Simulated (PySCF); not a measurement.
System (SMILES): C=O (CH2-O).
Geometry (B3LYP-D3(BJ)/def2-TZVP, fixed):
```xyz
4

O     -0.0009    -0.0102     0.6728
C      0.0007     0.0079    -0.5259
H     -0.0027     0.9554    -1.0993
H      0.0057    -0.9218    -1.1276
```

How fast the lowest singlet excitation energy converges with the basis for several methods (PySCF): deviation from each method's own reference, in eV. References: CAM-B3LYP 4.004 eV, the value in d-aug-cc-pVTZ; PBE 3.874 eV, the value in d-aug-cc-pVTZ; PBE0 4.017 eV, the value in d-aug-cc-pVTZ. All functions are spherical. Density fitting with generated auxiliary sets. No added dispersion term, no relativity. Tamm-Dancoff approximation, the state taken by its order.

```json
[
 {"basis": "cc-pVDZ", "functions": "38", "CAM-B3LYP": "0.037", "PBE": "___", "PBE0": "0.052"},
 {"basis": "6-31G**", "functions": "38", "CAM-B3LYP": "0.096", "PBE": "___", "PBE0": "0.103"},
 {"basis": "6-311G**", "functions": "48", "CAM-B3LYP": "0.041", "PBE": "___", "PBE0": "0.055"},
 {"basis": "def2-SVPD", "functions": "59", "CAM-B3LYP": "0.008", "PBE": "___", "PBE0": "0.016"},
 {"basis": "6-311++G(2d,2p)", "functions": "74", "CAM-B3LYP": "-0.004", "PBE": "___", "PBE0": "-0.002"},
 {"basis": "pcseg-2", "functions": "88", "CAM-B3LYP": "0.016", "PBE": "___", "PBE0": "0.021"},
 {"basis": "cc-pVTZ", "functions": "88", "CAM-B3LYP": "0.042", "PBE": "___", "PBE0": "0.048"},
 {"basis": "def2-TZVPD", "functions": "95", "CAM-B3LYP": "0.008", "PBE": "___", "PBE0": "0.009"},
 {"basis": "jun-cc-pV(T+d)Z", "functions": "106", "CAM-B3LYP": "0.001", "PBE": "___", "PBE0": "0.001"},
 {"basis": "6-311++G(3df,3pd)", "functions": "114", "CAM-B3LYP": "0.005", "PBE": "___", "PBE0": "0.008"},
 {"basis": "aug-cc-pVTZ", "functions": "138", "CAM-B3LYP": "0.001", "PBE": "___", "PBE0": "0.001"},
 {"basis": "cc-pVQZ", "functions": "170", "CAM-B3LYP": "0.030", "PBE": "___", "PBE0": "0.034"}
]
```

**Question.** Some entries are withheld; supply them.

**Answer.** 
- cc-pVDZ, PBE: 0.092
- 6-31G**, PBE: 0.148
- 6-311G**, PBE: 0.094
- def2-SVPD, PBE: 0.022
- 6-311++G(2d,2p), PBE: 0.005
- pcseg-2, PBE: 0.034
- cc-pVTZ, PBE: 0.075
- def2-TZVPD, PBE: 0.015
- jun-cc-pV(T+d)Z, PBE: 0.003
- 6-311++G(3df,3pd), PBE: 0.012
- aug-cc-pVTZ, PBE: 0.002
- cc-pVQZ, PBE: 0.053

Mean absolute deviation over 6-311G**, 6-311++G(2d,2p), pcseg-2, cc-pVTZ, def2-TZVPD, jun-cc-pV(T+d)Z, 6-311++G(3df,3pd), aug-cc-pVTZ: CAM-B3LYP 0.015, PBE0 0.018, PBE 0.030 eV.
